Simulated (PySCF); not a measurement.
Stepwise substitution at one centre (Si F-C2H5). All species are isolated molecules in the gas phase. One relaxed conformer stands for each flexible species; it need not be the lowest. Strings in code marks are SMILES.

All values below come from PBE-D3(BJ)/def2-TZVP // PBE-D3(BJ)/def2-SVP run with PySCF. All candidates: neutral, multiplicity 1. 

| Property | Value |
|---|---|
| HOMO–LUMO gap | 7.90 eV |
| LUMO | -0.26 eV |
| HOMO | -8.16 eV |

**Question.** Which member has these values?
(A) `CC[Si](F)(F)CC` (C–C–Si–F torsion 65°, F–Si–C–C torsion -180°)
(B) `CC[Si](F)(CC)CC`
(C) `F[Si](F)(F)F`
(D) `CC[Si](F)(F)F`

**Answer.** D, `CC[Si](F)(F)F`. The others give `CC[Si](F)(F)CC` (C–C–Si–F torsion 65°, F–Si–C–C torsion -180°): 6.85 eV, -0.11 eV, -6.96 eV; `CC[Si](F)(CC)CC`: 6.54 eV, -0.07 eV, -6.61 eV; `F[Si](F)(F)F`: 9.46 eV, -1.11 eV, -10.57 eV
